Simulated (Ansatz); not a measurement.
**H2S2: CCSD(T)/STO-3G**

Aim: the energy change on altering one bond length of H2S2 at CCSD(T)/STO-3G, from 2 runs. 

The results are computed with Ansatz 0.2.0.

29 further runs of the same task are left out: 29 set aside as unsound or not needed.

### Step 1. The molecule

H2S2: 4 atoms, total charge 0, spin state singlet. The shape is that of a GFN2-xTB optimisation.

Bond lengths: S1–S2 2.045 Å, S1–H3 1.340 Å, S2–H4 1.340 Å. Angles: S1–S2–H4 98.2°, S2–S1–H3 98.1°.

### Step 2. The energy at CCSD(T)/STO-3G

job.yaml reads:

```yaml
crystal:
  periodic: [false, false, false]
  atoms:
    - symbol: S
      position_ang: [-0.427380, -0.511820, -0.893940]
    - symbol: S
      position_ang: [-0.422510, 0.717510, 0.740680]
    - symbol: H
      position_ang: [0.706880, -0.077850, -1.459730]
    - symbol: H
      position_ang: [0.143010, -0.127830, 1.612990]
basis:
  gaussian:
    orbitals: STO-3G
correlation:
  method: ccsd_t
  frozen_orbitals: {H: 0, S: 5}
accuracy: high
scf:
  omitted_lower_state_checks: [cluster_reference, increment]
```

Run with:

```bash
$ ansatz run job.yaml --threads 1 --pin off --max-ram 2610MiB --events-out events.jsonl --progress --plain --runs-dir runs
```

The log of the run (excerpt; [...] marks lines left out):

```text
Warning: RAYON_NUM_THREADS=1 ignored (pool sized by the plan → 1); use --threads N
Functional definition: HF
  name "HF"
[...]
344 factors; integrals over basis functions are off by at most 1.3e-8 eV
[...]
mean field -21428.71311001 eV, -787.4906818893 hartree, gradient 3.1e-8 eV, S^2 0.000000; 0 other end points of the search recorded, 0 dependent functions left out
10 core orbitals not correlated: weight in the atoms' cores, before any rotation towards them, 1.000 or more for the frozen orbitals, at most 0.000 for the correlated occupied ones
reference -21428.71311001 eV, -787.4906818893 hartree; 7, 7 occupied and 3, 3 virtual orbitals, 344 factors
second order -1.28826944 eV of doubles, -0.00000000 eV of singles
cycle   1  -1.65604516 eV  change   -3.7e-1 eV  update   5.3e-2
[...]
cycle  18  -1.86003475 eV  change   4.4e-10 eV  update   1.0e-9
perturbative correction -0.00745302 eV, -0.0002738936 hartree
Total energy: -21430.58059778 eV, -787.5593107990 hartree
Checks for a lower state left out: cluster_reference, increment
```

Wall time 0.18 s (1 thread of Arm Neoverse V1, shared host).

### Step 3. The distorted shape, same level

job.yaml reads:

```yaml
crystal:
  periodic: [false, false, false]
  atoms:
    - {symbol: S, position_ang: [-0.568770, -0.300471, -1.112032]}
    - {symbol: S, position_ang: [-0.563900, 0.928859, 0.522588]}
    - {symbol: H, position_ang: [0.565490, 0.133499, -1.677822]}
    - {symbol: H, position_ang: [0.143010, -0.127830, 1.612990]}
basis:
  gaussian: {orbitals: STO-3G}
correlation: {method: ccsd_t, frozen_orbitals: {H: 0, S: 5}}
accuracy: high
scf: {omitted_lower_state_checks: [cluster_reference, increment]}
```

Run with:

```bash
$ ansatz run job.yaml --threads 1 --pin off --max-ram 2610MiB --events-out events.jsonl --progress --plain --runs-dir runs
```

The log of the run (excerpt; [...] marks lines left out):

```text
Warning: RAYON_NUM_THREADS=1 ignored (pool sized by the plan → 1); use --threads N
[... 2 set-up lines as earlier in the session ...]
[...]
344 factors; integrals over basis functions are off by at most 1.4e-8 eV
[...]
mean field -21427.33606867 eV, -787.4400765536 hartree, gradient 4.0e-8 eV, S^2 0.000000; 0 other end points of the search recorded, 0 dependent functions left out
10 core orbitals not correlated: weight in the atoms' cores, before any rotation towards them, 1.000 or more for the frozen orbitals, at most 0.000 for the correlated occupied ones
reference -21427.33606867 eV, -787.4400765536 hartree; 7, 7 occupied and 3, 3 virtual orbitals, 344 factors
second order -1.60782379 eV of doubles, -0.00000000 eV of singles
cycle   1  -2.09584075 eV  change   -4.9e-1 eV  update   7.0e-2
[...]
cycle  22  -2.40758473 eV  change  -6.7e-10 eV  update  6.0e-10
perturbative correction -0.01451331 eV, -0.0005333545 hartree
Total energy: -21429.75816671 eV, -787.5290870147 hartree
Checks for a lower state left out: cluster_reference, increment
```

It took 0.18 s on 1 thread of Arm Neoverse V1, shared host.

### Step 4. Outcome

Level: CCSD(T)/STO-3G, 10 core orbitals frozen.

| quantity | value |
| --- | --- |
| first shape: total energy | -787.55931 Eh |
| first shape: correlation energy (10 core orbitals frozen) | -68.6 mEh |
| first shape: (T) correction | -0.27 mEh |
| first shape: T1 diagnostic | 0.006 |
| distorted shape: total energy | -787.52909 Eh |
| distorted shape: correlation energy (10 core orbitals frozen) | -89.0 mEh |
| distorted shape: (T) correction | -0.53 mEh |
| distorted shape: T1 diagnostic | 0.009 |
| energy change with the S2–H4 bond stretched from 1.340 to 1.675 Å | 0.822 eV |

In words: With the S2–H4 bond stretched from 1.340 to 1.675 Å the energy rises by 0.82 eV (79.4 kJ/mol). The first shape isn't relaxed at this level, so the change isn't measured from a minimum. The minimal basis adds a large error of its own. The triples (first shape) make up 0.4 % of the correlation energy. The triples (distorted shape) make up 0.6 % of the correlation energy.
